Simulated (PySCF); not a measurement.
Isomers of [C4H6F]+ (charge +1), mass 73.045 u with the commonest isotopes. Theory: PySCF 2.14.0, PBE0-D3(BJ)/def2-SVP geometry optimisation, gas phase. One conformer each, none proved a minimum here; rigid rotors.

Question: Order these by rotational constant A, smallest first.
A. `[CH2:1]=[C:2]([F:3])[CH+:4][CH3:5]` (charge +1) with C1–C2–C4–C5 180°
B. `[CH2:1]=[CH:2][C+:3]([CH3:4])[F:5]` (charge +1) with C1–C2–C3–C4 179°
C. `[CH2:1]=[CH:2][CH+:3][CH2:4][F:5]` (charge +1) with C1–C2–C3–C4 180°, C2–C3–C4–F5 0°

Answer: A (9556 MHz), B (10068 MHz), C (15792 MHz).

Question: Order these by dipole moment (about the centre of mass), largest first.
A. `[CH2:1]=[CH:2][C+:3]([CH3:4])[F:5]` (charge +1) with C1–C2–C3–C4 179°
B. `[CH2:1]=[CH:2][CH+:3][CH2:4][F:5]` (charge +1) with C1–C2–C3–C4 180°, C2–C3–C4–F5 0°
C. `[CH2:1]=[C:2]([F:3])[CH+:4][CH3:5]` (charge +1) with C1–C2–C4–C5 180°

Answer: B (5.16 D), C (4.05 D), A (2.05 D).

```json
{"SMILES": "C=C(F)[CH+]C", "point group": "near Cs", "Ia (u·Å²)": "52.88", "Ib (u·Å²)": "126.27", "Ic (u·Å²)": "176.15", "κ": "-0.66", "μa (D)": "0.77", "μb (D)": "3.97", "μc (D)": "0.08"}
{"SMILES": "C=C[C+](C)F", "point group": "near Cs", "Ia (u·Å²)": "50.20", "Ib (u·Å²)": "125.89", "Ic (u·Å²)": "172.97", "κ": "-0.69", "μa (D)": "0.75", "μb (D)": "1.91", "μc (D)": "0.09"}
{"SMILES": "C=C[CH+]CF", "point group": "Cs", "Ia (u·Å²)": "32.00", "Ib (u·Å²)": "182.47", "Ic (u·Å²)": "211.36", "κ": "-0.94", "μa (D)": "4.24", "μb (D)": "2.95", "μc (D)": "0.00"}
```
